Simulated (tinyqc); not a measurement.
Inside a calculation (part 2 of 2). Method: UHF in the sto-3g basis, for OH+, spin multiplicity 3. Computed by tinyqc, a small Python program that keeps every step (integrals from PySCF). Command: `OMP_NUM_THREADS=1 python tinyqc.py 28797 28798 out.jsonl` (the two numbers bound the seeds that draw the settings). One thread of a shared host (Intel(R) Xeon(R) Processor @ 2.60GHz), about 0.1 s of CPU time with the checks.

Geometry (angstrom):
```
atom         x         y         z
O     0.000000  0.000000  0.000000
H     0.000000  0.000000  1.103000
```

## Iteration 3: DIIS over 3 matrices

error matrix X^T (FDS - SDF) X (alpha):
```
           1          2          3          4          5          6
1   0.000000  -0.000600   0.000016  -0.000904  -0.002679   0.003407
2   0.000600   0.000000  -0.000087   0.009690   0.013381  -0.009139
3  -0.000016   0.000087   0.000000  -0.000129   0.000029  -0.000248
4   0.000904  -0.009690   0.000129   0.000000  -0.023133   0.041277
5   0.002679  -0.013381  -0.000029   0.023133   0.000000   0.035184
6  -0.003407   0.009139   0.000248  -0.041277  -0.035184   0.000000
```

B (overlaps of the stored error matrices), lower triangle:
```
               1              2              3
1  1.8957564e+02
2  8.6417854e+00  7.4165492e-01
3  4.7604675e-02  6.9519692e-02  2.5222633e-02
```

Minimise |sum c_i e_i|^2 with sum c_i = 1: solve [B -1; -1 0][c; lambda] = [0; -1] with B_ij = tr e_i^T e_j summed over both spins, and take F = sum c_i F_i.

DIIS coefficients: 0.007949  -0.178803  1.170854

extrapolated F(alpha) (hartree), lower triangle:
```
             1O 1s      1O 2s     1O 2px     1O 2py     1O 2pz      2H 1s
1O 1s   -21.155029
1O 2s    -5.391230  -3.190397
1O 2px   -0.009339  -0.049467  -1.164836
1O 2py    0.006814   0.023442  -0.007024  -1.160769
1O 2pz   -0.014736  -0.085236   0.018715  -0.040610  -1.090721
2H 1s    -0.884336  -1.039451  -0.007042   0.019669  -0.673693  -0.820924
```

extrapolated F(beta) (hartree), lower triangle:
```
             1O 1s      1O 2s     1O 2px     1O 2py     1O 2pz      2H 1s
1O 1s   -21.080345
1O 2s    -5.310809  -2.805743
1O 2px   -0.009174   0.078552  -0.303858
1O 2py    0.005739  -0.037477   0.053139  -0.288860
1O 2pz   -0.012921  -0.123757  -0.157570   0.153074  -0.843200
2H 1s    -0.868197  -0.964416  -0.043013   0.056033  -0.649803  -0.832105
```

## Iteration 3: diagonalisation and new density

X, lower triangle:
```
            1O 1s      1O 2s    1O 2px    1O 2py     1O 2pz     2H 1s
1O 1s    1.022835
1O 2s   -0.130273   1.094361
1O 2px   0.000000   0.000000  1.000000
1O 2py   0.000000   0.000000  0.000000  1.000000
1O 2pz  -0.006518   0.062527  0.000000  0.000000   1.053969
2H 1s    0.020514  -0.237206  0.000000  0.000000  -0.205492  1.124031
```

Diagonalise F' = X^T F X, C = X C', fill 5 alpha and 3 beta electrons from the bottom; D(s) = C_occ C_occ^T. Each column has its largest component positive (the first on a tie).

F' = X^T F X (alpha) (hartree), lower triangle:
```
            1          2          3          4          5          6
1  -20.781330
2   -2.688131  -2.199610
3   -0.003374  -0.050078  -1.164836
4    0.004584   0.017561  -0.007024  -1.160769
5   -0.034177   0.038800   0.018140  -0.045422  -0.950140
6   -0.091782  -0.433490  -0.000219   0.025033  -0.457273  -0.402657
```

orbital energies (alpha) (hartree): MO1 -21.163561, MO2 -1.941973, MO3 -1.207106, MO4 -1.169960, MO5 -1.120052, MO6 -0.056691

coefficients C (alpha):
```
              MO1        MO2        MO3        MO4        MO5        MO6
1O 1s    0.994495  -0.256841   0.032842   0.003918  -0.045923   0.073718
1O 2s    0.023143   0.987970  -0.168890  -0.009140   0.219856  -0.470328
1O 2px   0.000517   0.058013  -0.361136   0.783824  -0.501829   0.001754
1O 2py  -0.000356  -0.023910   0.507810   0.618571   0.598084   0.034963
1O 2pz   0.002477   0.093323   0.667844  -0.020031  -0.503444  -0.669658
2H 1s   -0.005085   0.074533   0.243513  -0.040930  -0.226662   1.115540
```

F' = X^T F X (beta) (hartree), lower triangle:
```
            1          2          3          4          5          6
1  -20.717913
2   -2.660766  -1.804233
3   -0.019472   0.087510  -0.303858
4    0.010903  -0.045481   0.053139  -0.288860
5   -0.027730   0.011081  -0.152264   0.147441  -0.691548
6   -0.092521  -0.423240  -0.034790   0.040535  -0.465562  -0.439516
```

orbital energies (beta) (hartree): MO1 -21.086229, MO2 -1.609222, MO3 -1.034718, MO4 -0.279279, MO5 -0.242283, MO6 0.005802

coefficients C (beta):
```
              MO1        MO2        MO3        MO4        MO5        MO6
1O 1s    0.995496  -0.240193   0.085404  -0.049266  -0.002641   0.072055
1O 2s    0.019080   0.918972  -0.404228   0.245320   0.005534  -0.454189
1O 2px   0.000375  -0.031647   0.238356   0.702487   0.660532   0.111328
1O 2py  -0.000245   0.002048  -0.215034  -0.612382   0.750228  -0.126108
1O 2pz   0.002126   0.161704   0.720147  -0.104843  -0.009940  -0.775354
2H 1s   -0.004257   0.179226   0.389832  -0.315380   0.028337   1.038260
```

D(alpha) after iteration 3, lower triangle:
```
            1O 1s      1O 2s     1O 2px     1O 2py    1O 2pz     2H 1s
1O 1s    1.058191
1O 2s   -0.246415   1.053565
1O 2px  -0.000129   0.000825   0.999997
1O 2py  -0.002577   0.016444  -0.000061   0.998778
1O 2pz   0.023468  -0.131037   0.001175   0.023413  0.708588
2H 1s   -0.005954  -0.017067  -0.001957  -0.039002  0.284503  0.117931
```

D(beta) after iteration 3, lower triangle:
```
            1O 1s      1O 2s     1O 2px     1O 2py    1O 2pz     2H 1s
1O 1s    1.055999
1O 2s   -0.236259   1.008273
1O 2px   0.028331  -0.125425   0.057815
1O 2py  -0.019101   0.088800  -0.051320   0.046244
1O 2pz   0.024779  -0.142461   0.166535  -0.154525  0.544764
2H 1s   -0.013993   0.007042   0.087245  -0.083459  0.309709  0.184109
```

## Iteration 11 (converged): orbitals

converged F(alpha) (hartree), lower triangle:
```
             1O 1s      1O 2s     1O 2px     1O 2py     1O 2pz      2H 1s
1O 1s   -21.157395
1O 2s    -5.393583  -3.205174
1O 2px    0.000000   0.000002  -1.183170
1O 2py    0.000000  -0.000001   0.000000  -1.183170
1O 2pz   -0.017986  -0.109975  -0.000002   0.000000  -1.088194
2H 1s    -0.885179  -1.037482   0.000001  -0.000001  -0.672713  -0.801749
```

converged F(beta) (hartree), lower triangle:
```
             1O 1s      1O 2s     1O 2px     1O 2py     1O 2pz      2H 1s
1O 1s   -21.103580
1O 2s    -5.313991  -2.819411
1O 2px    0.000000  -0.000002  -0.247352
1O 2py    0.000000   0.000002   0.000000  -0.247352
1O 2pz   -0.017451  -0.079264   0.000010  -0.000002  -0.920488
2H 1s    -0.869713  -0.964017   0.000004   0.000000  -0.671493  -0.864980
```

As before.

F' = X^T F X (alpha) (hartree), lower triangle:
```
            1          2          3          4          5          6
1  -20.783465
2   -2.687996  -2.220024
3    0.000000   0.000001  -1.183170
4    0.000000  -0.000001   0.000000  -1.183170
5   -0.034134   0.009987  -0.000003   0.000001  -0.950274
6   -0.092561  -0.426301   0.000001   0.000000  -0.454161  -0.383060
```

orbital energies (alpha) (hartree): MO1 -21.166021, MO2 -1.957029, MO3 -1.183170, MO4 -1.183170, MO5 -1.159133, MO6 -0.054640

coefficients C (alpha):
```
              MO1        MO2        MO3        MO4        MO5        MO6
1O 1s    0.994460  -0.257338   0.000004   0.000000   0.058689   0.070759
1O 2s    0.023293   0.991034  -0.000021  -0.000001  -0.285100  -0.459129
1O 2px   0.000000  -0.000002   0.960442   0.278480  -0.000082   0.000002
1O 2py   0.000000   0.000001  -0.278480   0.960442   0.000024   0.000000
1O 2pz   0.002695   0.120736   0.000073   0.000000   0.839733  -0.661281
2H 1s   -0.005169   0.064983   0.000025   0.000000   0.321894   1.120042
```

F' = X^T F X (beta) (hartree), lower triangle:
```
            1          2          3          4          5          6
1  -20.741547
2   -2.659787  -1.815735
3    0.000001  -0.000003  -0.247352
4    0.000000   0.000002   0.000000  -0.247352
5   -0.038179   0.061159   0.000009  -0.000002  -0.763536
6   -0.092852  -0.422673   0.000003   0.000000  -0.479379  -0.470950
```

orbital energies (beta) (hartree): MO1 -21.109382, MO2 -1.610550, MO3 -1.051983, MO4 -0.247352, MO5 -0.247352, MO6 -0.019854

coefficients C (beta):
```
              MO1        MO2        MO3        MO4        MO5        MO6
1O 1s    0.995531  -0.240919   0.087206   0.000002   0.000000   0.083046
1O 2s    0.018940   0.920902  -0.416302  -0.000011   0.000001  -0.503037
1O 2px   0.000000   0.000000  -0.000012   0.984943   0.172879  -0.000010
1O 2py   0.000000  -0.000001   0.000003  -0.172879   0.984943   0.000001
1O 2pz   0.002300   0.133516   0.759635   0.000002  -0.000001  -0.749768
2H 1s   -0.004243   0.187195   0.417904   0.000016   0.000001   1.073618
```

D(alpha) after iteration 11, lower triangle:
```
            1O 1s      1O 2s     1O 2px    1O 2py    1O 2pz     2H 1s
1O 1s    1.058619
1O 2s   -0.248599   1.063973
1O 2px   0.000000   0.000001   1.000000
1O 2py   0.000000   0.000000   0.000000  1.000000
1O 2pz   0.020894  -0.119692   0.000001  0.000000  0.719737
2H 1s   -0.002972  -0.027492  -0.000002  0.000000  0.278137  0.107865
```

D(beta) after iteration 11, lower triangle:
```
            1O 1s      1O 2s     1O 2px    1O 2py    1O 2pz     2H 1s
1O 1s    1.056729
1O 2s   -0.239311   1.021727
1O 2px  -0.000001   0.000005   0.000000
1O 2py   0.000001  -0.000002   0.000000  0.000000
1O 2pz   0.036368  -0.193239  -0.000009  0.000002  0.594878
2H 1s   -0.012879  -0.001667  -0.000005  0.000001  0.342438  0.209704
```

Within a degenerate level the vectors are fixed only up to a rotation; this is one choice.

## Convergence

Stop when the energy changes by less than 1e-08 hartree and every element of the error matrix X^T (F D S - S D F) X (for each spin) is below 3e-05.

Course of the cycle:
```
iteration   E (hartree)     change  largest element of the error matrix
1          -60.15439758          -                             7.52e+00
2          -73.83333317  -1.37e+01                             3.47e-01
3          -74.01268715  -1.79e-01                             5.94e-02
4          -74.03169538  -1.90e-02                             2.94e-02
5          -74.04030469  -8.61e-03                             2.05e-02
6          -74.04615050  -5.85e-03                             1.22e-02
7          -74.04862312  -2.47e-03                             1.53e-03
8          -74.04865279  -2.97e-05                             4.74e-04
9          -74.04865393  -1.15e-06                             1.39e-04
10         -74.04865401  -7.33e-08                             7.25e-05
11         -74.04865402  -9.31e-09                             2.19e-05
```

PySCF UHF in the same basis, after a stability check = -74.04865402 hartree

Converged in 11 iterations.

## Populations, bond orders and dipole

overlap S, lower triangle:
```
           1O 1s     1O 2s    1O 2px    1O 2py    1O 2pz     2H 1s
1O 1s   1.000000
1O 2s   0.236704  1.000000
1O 2px  0.000000  0.000000  1.000000
1O 2py  0.000000  0.000000  0.000000  1.000000
1O 2pz  0.000000  0.000000  0.000000  0.000000  1.000000
2H 1s   0.038132  0.384392  0.000000  0.000000  0.339504  1.000000
```

Mulliken: Z minus the diagonal of D S on the atom; Loewdin: the same with S^(1/2) D S^(1/2); Mayer order: 2 sum_s sum (D(s) S)_ij (D(s) S)_ji over the two atoms.

Charges (e):
```
atom  Mulliken   Loewdin  Mulliken spin
1O    0.516443  0.595086       2.133218
2H    0.483557  0.404914      -0.133218
```

Mayer bond orders:
```
pair     order
2-1   0.748426
```

dipole moment about the origin, x y z (debye): -0.000011  0.000006  2.930827

<S^2> of the determinant (pure state: 2) = 2.016056
